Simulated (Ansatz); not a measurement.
## Ansatz (development build ahead of 0.2.0) run

```yaml
crystal:
  periodic: [false, false, false]
  atoms:
    - { symbol: C, position_ang: [1.45616, 0.11752, 0.06286] }
    - { symbol: C, position_ang: [0.54004, 1.16114, -0.02051] }
    - { symbol: C, position_ang: [-0.85346, 1.30462, -0.08869] }
    - { symbol: C, position_ang: [-1.32127, 0.0274, 0.12518] }
    - { symbol: C, position_ang: [-0.86876, -1.24057, -0.10504] }
    - { symbol: C, position_ang: [0.56009, -1.10634, -0.12316] }
    - { symbol: H, position_ang: [2.59788, 0.16801, 0.16983] }
    - { symbol: H, position_ang: [1.24667, 2.31191, -0.07184] }
    - { symbol: H, position_ang: [-1.31182, 2.02409, 0.05831] }
    - { symbol: H, position_ang: [-2.41194, 0.15694, 0.13621] }
    - { symbol: H, position_ang: [-1.40318, -2.02516, -0.14162] }
    - { symbol: H, position_ang: [1.06902, -2.30839, -0.12588] }
basis:
  gaussian: { orbitals: cc-pVDZ }
hamiltonian:
  xc: hf
correlation:
  method: mp2
  frozen_orbitals: { C: 1, H: 0 }
```

The input is written out in the form of the current development build from the run's settings.

Results

| Property | Result |
| --- | --- |
| Converged | yes |
| Reference energy | -230.49542 hartree |
| Correlation energy | -0.80131 hartree |
| Total energy | -231.29673 hartree |
| Spin squared of the determinant | 0.000 |

Caution: bonds are stretched, where a single reference can fail; stretched shape with no unrestricted run beside it, a lower state can exist.
